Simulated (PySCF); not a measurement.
**MgCl: bond curves at several levels of theory**

One table from this session's results is given with a row withheld; the runs are named, their logs left out.

Method: Mg x2c-TZVPPall, Cl x2c-TZVPPall, spin-free X2C with a Gaussian nucleus; program: PySCF 2.14.0.

Set-up of the first run:

A driver script around PySCF takes these settings:

| Item | Value |
| --- | --- |
| atoms | Mg, Cl |
| charge | 0 |
| basis | Mg x2c-TZVPPall, Cl x2c-TZVPPall |
| Hamiltonian | spin-free X2C with a Gaussian nucleus |
| basis functions | 74 |
| electrons treated | 29 |
| masses in u | 23.9850, 34.9689 |
| levels | PBE0, PBE, r²SCAN, B2PLYP, TPSSh, M06-L, BHandHLYP, ωB97M-V, HF, MP2, SCS-MP2, CCSD, CCSD(T) |
| grid | 80 radial by 434 angular points |
| occupations | held fixed by the projection of orbital angular momentum |
| dissociation limit | Mg + Cl, each in its ground configuration |
| starting distance in angstrom | 2.325 |
| values of 2S to try | 1, 3 |

The run is started by

```bash
$ OMP_NUM_THREADS=1 python dia.py task.json out
```

Steps of the session up to this table: The job; First curve: PBE0; Higher solutions at PBE0; PBE (GGA); r²SCAN (meta-GGA); B2PLYP; TPSSh; M06-L (meta-GGA); BHandHLYP; ωB97M-V; UHF; MP2 and coupled cluster.

One of the session's tables, all rows but one given; the rest of the session is left out.

Energy (eV) from each level's lowest point:

| R (Å) | UHF | UHF-MP2 | UHF-SCS-MP2 | UHF-CCSD | UHF-CCSD(T) |
| --- | --- | --- | --- | --- | --- |
| 1.903 | 0.869 | 0.839 | 0.852 | n/a | n/a |
| 1.992 | 0.388 | 0.372 | 0.381 | 0.374 | 0.376 |
| 2.080 | 0.124 | 0.117 | 0.121 | 0.118 | 0.119 |
| 2.147 | 0.029 | 0.026 | 0.028 | 0.026 | 0.027 |
| 2.213 | 0.000 | 0.000 | 0.000 | 0.000 | 0.000 |
| 2.279 | 0.022 | 0.024 | 0.022 | 0.023 | 0.022 |
| 2.368 | ? | ? | ? | ? | ? |
| 2.479 | 0.281 | 0.286 | 0.279 | 0.284 | 0.280 |
| 2.611 | 0.542 | 0.549 | 0.539 | 0.547 | 0.540 |
| 2.788 | 0.933 | 0.943 | 0.929 | n/a | n/a |

Q: Estimate the row for R (Å) = 2.368 from the others.

Worked estimate for «UHF». A straight line through the neighbours (2.279, 0.022) and (2.479, 0.281) gives 0.022 + (0.281 − 0.022) × (2.368 − 2.279) / (2.479 − 2.279) = 0.137; a parabola fitted to 4 rows on both sides gives 0.115.

**Answer.** UHF: 0.109; UHF-MP2: 0.112; UHF-SCS-MP2: 0.108; UHF-CCSD: 0.111; UHF-CCSD(T): 0.109. In «UHF» the line misses by +0.028 and the parabola by +0.006.

Caveats from the session: At some levels the lowest empty orbital lies below the highest filled one (the two can be of opposite spin).
